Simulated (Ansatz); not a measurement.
This script drives the Ansatz DFT code, driven from Python.

`run_freq.py`:
```python
"""Vibrations and zero-point energy of C4H3N2(-)."""

import itertools
import warnings

import ansatz as az
from ase.data import atomic_numbers, covalent_radii
import numpy as np

BASIS = "cc-pVDZ"
FUNCTIONAL = "PBE0"
NET_CHARGE = -1

GEOMETRY = """
C    -0.96470   -0.57210    0.18670
C     0.29960    0.17760   -0.07900
C     1.52830   -0.52240   -0.17660
N     2.52150   -1.11570   -0.25290
C     0.27370    1.59090   -0.18410
N     0.22870    2.74660   -0.26670
H    -0.92750   -1.57860   -0.24340
H    -1.13030   -0.66650    1.26490
H    -1.82920   -0.05970   -0.24890
"""

warnings.simplefilter("ignore", az.DeckWarning)

system = az.Crystal.molecule()
for line in GEOMETRY.strip().splitlines():
    symbol, *xyz = line.split()
    system = system.atom(symbol, [float(v) for v in xyz])

base = system.calculation()
base = base.basis(gaussian=BASIS).functional(FUNCTIONAL)
base = base.charge(NET_CHARGE)
symbols = [site.symbol for site in system.cartesian_sites]
start = np.array([site.position_ang for site in system.cartesian_sites], dtype=float)
def progress(event):
    if event["event"] == "relax_step":
        row = event["data"]
        print(f"step {row['step']:3d}  E = {row['lagrangian_ev']:.6f} eV  largest force component {row['allowed_force_max_ev_ang']:.4f} eV/A")


data = base.relax(force_tolerance=0.003, max_steps=100).session().plan().execute(on_event=progress).report
end = np.array(data["positions_ang"])

# pairs closer than 1.2 times the sum of covalent radii, before or after
radius = [covalent_radii[atomic_numbers[s]] for s in symbols]
span = lambda where, i, j: np.linalg.norm(where[i] - where[j])
bonded = [(i, j) for i, j in itertools.combinations(range(len(symbols)), 2) if min(span(start, i, j), span(end, i, j)) < 1.2 * (radius[i] + radius[j])]
print("pair        before    after (A)")
for i, j in bonded:
    print(f"{symbols[i]}{i}-{symbols[j]}{j}".ljust(10), f"{span(start, i, j):8.4f} {span(end, i, j):8.4f}")
for first, second in list(itertools.combinations(bonded, 2)):
    shared = set(first) & set(second)
    if shared and symbols[(j := shared.pop())] != "H":
        i, k = sorted((set(first) | set(second)) - {j})
        u, v = end[i] - end[j], end[k] - end[j]
        angle = np.degrees(np.arccos(np.clip(u @ v / np.linalg.norm(u) / np.linalg.norm(v), -1, 1)))
        print(f"final angle {symbols[i]}{i}-{symbols[j]}{j}-{symbols[k]}{k}: {angle:.2f} deg")

# frequencies need a stationary point, so they are taken at the relaxed geometry
minimum = az.Crystal.molecule()
for symbol, place in zip(symbols, end):
    minimum = minimum.atom(symbol, place.tolist())
vibrating = (
    minimum.calculation()
    .basis(gaussian=BASIS)
    .functional(FUNCTIONAL)
    .charge(NET_CHARGE)
    .phonons(temperatures=(100, 500, 100))
)
vib = vibrating.run(threads=1).report["vibrations"]
sums = vib["harmonic_sums"]
modes = [m["omega_inv_cm"] for m in sums["modes_at_gamma"] if m["rigid_motion"] == "no"]
print("frequencies (1/cm):", " ".join(f"{w:.0f}" for w in modes))
print("imaginary modes:", sum(w < 0 for w in modes), " zero-point energy:", round(sums["zero_point_energy_ev"], 4), "eV")
print("T (K)   F_vib (eV)   S_vib (meV/K)   C_vib (meV/K)")
for row in zip(sums["temperatures_k"], sums["vibrational_free_energy_ev"], vib["entropy_ev_per_k"], vib["heat_capacity_ev_per_k"]):
    print(f"{row[0]:6.1f} {row[1]:11.4f} {1000 * row[2]:13.4f} {1000 * row[3]:15.4f}")

# all hydrogen replaced by deuterium
heavier = vibrating.phonons(masses={"H": 2.014102}).run(threads=1).report["vibrations"]["harmonic_sums"]
print("deuterated (1/cm):", " ".join(f"{m['omega_inv_cm']:.0f}" for m in heavier["modes_at_gamma"] if m["rigid_motion"] == "no"))
print("zero-point energy falls by", round(sums["zero_point_energy_ev"] - heavier["zero_point_energy_ev"], 4), "eV")
```

It is started by `python run_freq.py`. How long does it take on 1 thread of Arm Neoverse V1 (shared host), and how much memory does it need?

It took about 6.5 min, with a peak of 0.28 GiB, for 3 runs of the engine.

Running `python run_freq.py` prints:
```text
step   1  E = -7168.535947 eV  largest force component 3.0130 eV/A
step   2  E = -7168.619793 eV  largest force component 0.2441 eV/A
step   3  E = -7168.622579 eV  largest force component 0.0348 eV/A
step   4  E = -7168.622882 eV  largest force component 0.0315 eV/A
step   5  E = -7168.623118 eV  largest force component 0.0222 eV/A
step   6  E = -7168.623211 eV  largest force component 0.0080 eV/A
step   7  E = -7168.623216 eV  largest force component 0.0044 eV/A
step   8  E = -7168.623220 eV  largest force component 0.0002 eV/A
pair        before    after (A)
C0-C1        1.4937   1.5092
C0-H6        1.0952   1.1038
C0-H7        1.0949   1.1119
C0-H8        1.0953   1.1038
C1-C2        1.4175   1.3991
C1-C4        1.4174   1.3991
C2-N3        1.1594   1.1789
C4-N5        1.1595   1.1789
final angle C1-C0-H6: 110.89 deg
final angle C1-C0-H7: 114.53 deg
final angle C1-C0-H8: 110.89 deg
final angle C0-C1-C2: 119.74 deg
final angle C0-C1-C4: 119.74 deg
final angle H6-C0-H7: 106.56 deg
final angle H6-C0-H8: 107.00 deg
final angle H7-C0-H8: 106.56 deg
final angle C2-C1-C4: 120.34 deg
final angle C1-C2-N3: 177.57 deg
final angle C1-C4-N5: 177.57 deg
frequencies (1/cm): 43 155 163 237 536 551 580 643 727 988 1035 1265 1345 1374 1443 1474 2232 2281 2947 3045 3100
imaginary modes: 0  zero-point energy: 1.6221 eV
T (K)   F_vib (eV)   S_vib (meV/K)   C_vib (meV/K)
 100.0      1.6132        0.2065          0.2390
 200.0      1.5812        0.4297          0.4268
 300.0      1.5277        0.6377          0.6091
 400.0      1.4540        0.8358          0.7717
 500.0      1.3609        1.0234          0.9108
deuterated (1/cm): 30 153 156 215 523 547 575 643 684 793 811 1033 1053 1060 1269 1334 2130 2232 2240 2282 2296
zero-point energy falls by 0.2546 eV
```

Caveats:
- Total energies depend on the basis set; only differences at equal settings carry meaning.
- The frequencies are harmonic and unscaled, in a modest basis.
- The result belongs to the one conformer reached from this start, and soft torsions count as harmonic oscillators.
- Anions want diffuse functions, which this basis lacks.
